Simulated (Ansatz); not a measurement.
A made-up structure of SiHClF (charge +1), closed shell:

```
4
angstrom
F 1.4803 -0.0574 0.9136
Si 0.0191 -0.1060 0.0073
Cl -0.9557 1.7532 -0.5166
H -0.5437 -1.5899 -0.4043
```

It is relaxed with PBE-D4/def2-SVP and then PBE0-D4/def2-TZVP (Ansatz 0.2.0). Atoms count as bonded within 1.22 times the sum of their covalent radii (H–H: 0.88 Å). The end point is not checked to be a true minimum.

Task: Does its bonding change? (A judgement: the text doesn't fix the answer.)

Result: By the calculation: No: no bond forms or breaks.

Where it ends: The first stage lowers the energy by 0.85 eV in 5 steps. It ends as SiHClF ([F][SiH][Cl]), total charge +1:
```json
{"atom": "F1", "x (Å)": "1.3217", "y (Å)": "-0.0514", "z (Å)": "0.8157"}
{"atom": "Si2", "x (Å)": "0.0170", "y (Å)": "-0.0945", "z (Å)": "0.0065"}
{"atom": "Cl3", "x (Å)": "-0.8535", "y (Å)": "1.5654", "z (Å)": "-0.4614"}
{"atom": "H4", "x (Å)": "-0.4853", "y (Å)": "-1.4195", "z (Å)": "-0.3608"}
```

Labels in which every atom is bracketed show which atoms are joined, not bond orders.

For scale, one of the runs: PBE0-D4/def2-TZVP relaxation, 111 basis functions, launched by `ansatz run in.yaml --threads 2 --pin off --events-out ev --progress --plain --max-ram 4352MiB`. The run took about 6.5 s on 2 CPU threads of an Arm Neoverse V2 (shared host).
